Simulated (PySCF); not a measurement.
**Adding and removing an electron: SO**

PBE; basis S def2-TZVPPD, O def2-TZVPPD; no relativity; PySCF 2.14. Neutral (UKS): triplet (π ↑↑), Re = 1.504 Å, ωe = 1111 cm⁻¹, De = 6.11 eV, HOMO -6.20 eV, LUMO -4.51 eV.

SO⁻ (UKS): doublet (π ↑), Re = 1.588 Å, ωe = 875 cm⁻¹, De = 5.03 eV to S⁻ + O. The energies at the minima are -473.17427 hartree for SO and -473.21429 for SO⁻.

(1) Work out the adiabatic electron affinity, without and with harmonic zero-point energies (1 hartree = 27.2114 eV, 1 eV = 8065.5 cm⁻¹), and the change of the bond length.

For an ion De counts to the pair picked by the measured ionisation energies or electron affinities, which need not be the lowest pair at this level. The highest Kohn–Sham level is positive in this anion. Much of that is self-interaction error, but it also means that the finite basis helps to hold the extra electron. States were picked by a PBE0 search and need not be the measured ground states.

Answers

(1) At PBE: 0.04002 hartree = 1.089 eV between the minima; the zero-point term (1111.0 − 875.0)/2 cm⁻¹ = +0.015 eV makes it 1.104 eV. Re changes by +8.4 pm against the neutral. The electron enters a π orbital, and the longer bond of the ion fits an antibonding orbital, or a change in how ionic the bond is.
